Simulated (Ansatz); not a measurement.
Gas-phase electronic energies from Ansatz, PBE0-D4/def2-TZVP geometries. CCSD(T)/CBS adds triple-zeta CCSD(T) − MP2 to the extrapolated MP2 energy (def2 sets, frozen cores). DFT in def2-TZVPP. Each species was taken in one conformer, which may not be the lowest.

Consider the isomerisation: `OCOC(F)F` → `COC(O)(F)F`.

Is it downhill or uphill in electronic energy at CCSD(T)/CBS, and by how much? (An estimate is asked.)

Computed: Downhill: ΔE = -33.0 kJ/mol.

What do these levels give: BLYP-D4, B97M-V, PBE0-D4, r2SCAN0-D4, PBE, PBE0, BHLYP, RPA@PBE/def2-TZVPP, MP2/def2-SVP, MP2/def2-QZVPP, HF/CBS(def2), MP2/CBS(def2)? (An estimate is asked.)

Ansatz gave: BLYP-D4 -26.7, B97M-V -40.8, PBE0-D4 -34.7, r2SCAN0-D4 -40.0, PBE -29.7, PBE0 -34.3, BHLYP -34.6, RPA@PBE/def2-TZVPP -29.3, MP2/def2-SVP -48.2, MP2/def2-QZVPP -33.1, HF/CBS(def2) -36.5, MP2/CBS(def2) -33.1 kJ/mol.

Largest T1 diagnostic among the species: 0.012.

At CCSD(T), def2-SVP lies −13.6 kJ/mol from the extrapolated value and def2-TZVPP −0.1 kJ/mol. From BLYP to BHLYP (50 % exact exchange), in def2-TZVPP and without D4, ΔE moves by −9.4 kJ/mol. In def2-TZVPP, CCSD(T) changes the Hartree–Fock value by +3.7 kJ/mol (the triples alone add +0.2 kJ/mol) and MP2 by +3.5 kJ/mol.
